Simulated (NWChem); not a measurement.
Species: methane (CH₄); SMILES C

All runs: NWChem. All runs use the structure optimised with PBE0/def2-SVP. Level: PBE0/def2-SVP with SMD, gas-phase geometry; reactions with the solvents are ignored.

```tsv
SMD term (kcal/mol)	water	n-hexane
distortion of the solute's density	0.02	0.00
polarisation	-0.49	-0.22
cavity, dispersion and structure	2.75	0.31
```

**Question.** Sum the solvation free energies, find the transfer free energy from water to n-hexane and the partition coefficient at 298.15 K.

**Answer.** 
1. ΔG(solv, water) = 2.28 kcal/mol and ΔG(solv, n-hexane) = 0.09 kcal/mol (1 M gas to 1 M solution).
2. Transfer: 0.09 − (2.28) = -2.19 kcal/mol.
3. log₁₀ K(n-hexane/water) = −ΔG/(RT ln 10) = 2.19/1.364 = 1.6, so the model puts more of the solute in n-hexane.
4. Of the transfer energy, 0.25 kcal/mol is electrostatic and -2.44 comes from the non-electrostatic term. The two phases are taken as the pure solvents.
